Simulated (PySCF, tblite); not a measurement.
Isomers of C4H7S (doublet state). Computed with GFN2-xTB (tblite): harmonic, unscaled wavenumbers at the GFN2-xTB geometry, gas phase. Errors from tens to a few hundred cm⁻¹ against measured bands are possible. One conformer each. Open shells enter through the occupations alone, without spin polarisation, and single modes of such species can be off by tens of per cent.

Electronic energies: B3LYP/pcH-1 single points on the GFN2-xTB geometries (PySCF, gas phase).

| SMILES | electronic energy, lowest = 0 (kJ/mol) |
| --- | --- |
| [CH2]CC(C)=S | 4.4 |
| [CH2]C1CSC1 | 32.3 |
| CS[C]1CC1 | 54.0 |
| C[C@H]1[CH]SC1 | 0.0 |

Question: How do GFN2-xTB zero-point energies change the relative energies?

Answer: 
```
        SMILES  ZPE (kJ/mol)  of it from modes above 1550 cm⁻¹  electronic (kJ/mol)  with ZPE, lowest = 0 (kJ/mol)  lowest mode (cm⁻¹)  rings
C[C@H]1[CH]SC1         254.1                             126.4                  0.0                            6.8                 104      1
  [CH2]CC(C)=S         242.9                             125.8                  4.4                            0.0                  53      0
   [CH2]C1CSC1         249.4                             127.3                 32.3                           34.5                  70      1
     CS[C]1CC1         250.5                             127.4                 54.0                           57.2                  79      1
```

The zero-point energies span 11.2 kJ/mol, from `[CH2]CC(C)=S` to `C[C@H]1[CH]SC1`. With it `[CH2]CC(C)=S` becomes the lowest.

Question: And how do the electronic energies of GFN2-xTB itself compare?

Answer: `C[C@H]1[CH]SC1` 0.0; `[CH2]CC(C)=S` 74.5; `[CH2]C1CSC1` 55.3; `CS[C]1CC1` 74.5 kJ/mol, lowest = 0. Against the energies above, taken from the same isomer `C[C@H]1[CH]SC1`, the largest difference is 70.1 kJ/mol.
